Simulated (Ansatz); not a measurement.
# [AlH2···H···CH3], doublet: transfer scan

Starting geometry:

```csv
atom,x (Å),y (Å),z (Å)
Al,-1.1506,0.0000,0.0000
H,-1.9435,1.3734,0.0000
H,-1.9435,-1.3734,0.0000
H,0.4352,0.0000,0.0000
C,2.2964,0.0000,0.0000
H,2.2964,-1.0800,0.0000
H,2.2964,0.5400,0.9353
H,2.2964,0.5400,-0.9353
```

From there H4 is moved from one fragment to the other while all else, the fragments' distance too, stays fixed, so the hump isn't the reaction's barrier; atoms are numbered as listed. Energies are in eV, counted from the starting geometry at the same level.

Basis cc-pVDZ; Ansatz 0.2.0. Only valence electrons are correlated (noble-gas cores frozen). Prefix R: restricted or restricted open-shell reference; prefix U: unrestricted. Active spaces: frontier = (9e, 9o) about the gap.

For open shells CISD is restricted-active-space CI with the open shells as a complete middle space. Runs in a small pair space aren't shown, since their orbitals change along the scan.

Full CI isn't at hand for all of this; UCCSDT(Q) serves as the reference, and is uncertain by about the last step of the cluster series. The frozen core follows each run's orbitals, which can shift R against U totals by a few meV.

```tsv
distance Al1-H4 (Å)	UCCSDT(Q)	error RMP2	error CISD	error RCCSD	error UCCSD(T)	error CASSCF (frontier space)	error MRCISD+Q (frontier space)
1.586	0.000	0.000	0.000	0.000	0.000	0.000	0.000
1.696	0.077	0.017	0.042	0.015	0.004	0.006	0.002
1.916	0.220	0.018	0.157	0.058	0.012	0.031	0.004
2.137	-0.042	-0.052	0.118	0.055	0.007	0.025	0.006
2.357	-0.187	-0.089	0.048	0.031	0.001	0.010	0.005
```

Errors are those of relative energies. In total energy the starting point itself misses UCCSDT(Q) by: RMP2 1.423, CISD 0.769, RCCSD 0.158, UCCSD(T) 0.030, CASSCF (frontier space) 5.264, MRCISD+Q (frontier space) 0.023 eV.

Spread of the error over the points with a reference, to 2.357 Å (largest less smallest): MRCISD+Q (frontier space) 0.006, UCCSD(T) 0.012, CASSCF (frontier space) 0.031, RCCSD 0.058, RMP2 0.107, CISD 0.157 eV.
